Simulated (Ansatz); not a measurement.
Input file:

```yaml
crystal:
  periodic: [false, false, false]
  atoms:
    - {symbol: V, position_ang: [0.000000, 0.000000, 0.000000]}
    - {symbol: N, position_ang: [0.000000, 0.000000, 1.619800]}
basis:
  gaussian: {orbitals: def2-SVP}
magnetization: {spin_polarized: false, initial_magnetization: 6}
correlation: {method: ccsdtq, electrons: outside_noble_gas}
```

```sh
$ ansatz run in.yaml --threads 2 --pin off --events-out ev --progress --plain --max-ram 24576MiB --backend cuda --devices 0, --max-vram 18GiB
```

The program prints:

```
874 factors; integrals over basis functions are off by at most 1.5e-7 eV
mean field evaluation 1: about -27127.8499 eV, gradient 1.2e1 eV
mean field evaluation 2: about -27127.9971 eV, gradient 1.2e1 eV
mean field evaluation 4: about -27129.0946 eV, gradient 2.9e0 eV
mean field evaluation 8: about -27129.2241 eV, gradient 6.8e-1 eV
mean field evaluation 16: about -27129.2501 eV, gradient 2.2e-4 eV
mean field evaluation 32: about -27129.4773 eV, gradient 1.1e-4 eV
mean field evaluation 64: about -27129.4773 eV, gradient 9.2e-4 eV
mean field evaluation 96: about -27128.9639 eV, gradient 3.8e-1 eV
mean field evaluation 128: about -27129.0627 eV, gradient 1.8e-4 eV
mean field evaluation 160: about -27129.1310 eV, gradient 4.0e-1 eV
...
cycle  13  -5.28517480 eV  change    8.8e-7 eV  update   5.9e-7
cycle  14  -5.28517370 eV  change    1.1e-6 eV  update   4.6e-7
cycle  15  -5.28517286 eV  change    8.4e-7 eV  update   3.7e-7
cycle  16  -5.28517208 eV  change    7.8e-7 eV  update   2.9e-7
cycle  17  -5.28517164 eV  change    4.4e-7 eV  update   2.3e-7
cycle  18  -5.28517138 eV  change    2.7e-7 eV  update   1.8e-7
cycle  19  -5.28517121 eV  change    1.7e-7 eV  update   1.4e-7
cycle  20  -5.28517090 eV  change    3.1e-7 eV  update   1.2e-7
cycle  21  -5.28517074 eV  change    1.5e-7 eV  update   9.5e-8
cycle  22  -5.28517051 eV  change    2.4e-7 eV  update   7.9e-8
WARN: these amplitudes may be one of several solutions (largest doubles amplitude 0.53, level shift 0.00 eV)
Total energy: -27134.76244430 eV, -997.1841272254 hartree
```

Ran on 2 threads of AMD EPYC 7R13 with a shared H100 80 GB, shared host: 5.3 min wall, 1.2 GiB peak host memory.
